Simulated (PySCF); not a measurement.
# Static response to an electric field

C₃H₆P₂.
Cartesian coordinates in Å at the PBE0-D3(BJ)/def2-SVP level; atoms count from 1:
```xyz
11
C3H6P2 angstrom
C     -2.180    0.370    0.145
C     -0.850    0.198    0.042
C     -0.238   -0.968   -0.549
P      1.378   -1.338   -0.859
P      2.417    0.492   -0.107
H     -2.882   -0.379   -0.234
H     -2.604    1.264    0.608
H     -0.179    0.975    0.430
H     -0.938   -1.756   -0.866
H      3.714   -0.057   -0.338
H      2.399    1.174   -1.364
```

Level: B3LYP/def2-SVPD (PySCF), static field, nuclei fixed, core orbitals frozen in the response. The polarisability tensor in these axes (au):

```
x   149.47  -3.74  -9.37
y    -3.74  90.14  11.54
z    -9.37  11.54  68.84
```

Problem. Give the principal values, the mean and the anisotropy Δα = √{½[(α1 − α2)² + (α2 − α3)² + (α1 − α3)²]}.

Solution. Principal values 63.20, 94.28 and 150.97 au; mean 102.82 au = 15.24 Å³ = 16.95 × 10⁻⁴⁰ C²·m²/J; Δα = 77.08 au (75 % of the mean).

Problem. What is the dipole moment, and where does it point?

Solution. (-0.94, 0.51, -0.10) D, 1.07 D in size, pointing from the negative to the positive side. Measured along this direction, the outermost atoms are H10 at the negative end and H7 at the positive end.

Problem. How large is μ²/3kT at 273 K beside α?

Solution. In Gaussian units μ²/3kT = 10.16 Å³ against 15.24 Å³, a ratio of 0.67; the Debye molar polarisation (4π/3)N_A(α + μ²/3kT) is 64.1 cm³/mol, leaving out the vibrational part.

Problem. Give the eigenvalues of the traceless quadrupole moment Θ = ½Σq(3rr − r²1), origin at the centre of nuclear charge.

Solution. -4.36, -2.00, 6.36 D·Å. The values depend on the origin, since the dipole doesn't vanish. The electronic extent ⟨r²⟩ about the same centre is 855 bohr², a root-mean-square distance of 2.11 Å for the 54 electrons.

Problem. Find the Langevin capture rate constant for H3O+ (19.018 u) meeting this molecule (103.994 u), k = 2.342 × 10⁻⁹ cm³/s × √(α in Å³ / reduced mass in u).

Solution. The reduced mass is 16.08 u, so k = 2.28 × 10⁻⁹ cm³/s. The formula leaves out the permanent dipole, which adds to the capture rate.

Problem. What depolarisation ratio follows for Rayleigh scattering of linearly polarised light, taking the static tensor?

Solution. ρ = 3Δα²/(45ᾱ² + 4Δα²) = 17823.3/(475704 + 23764.3) = 0.0357.

Isolated species at its PBE0-D3(BJ)/def2-SVP geometry (one conformer only).
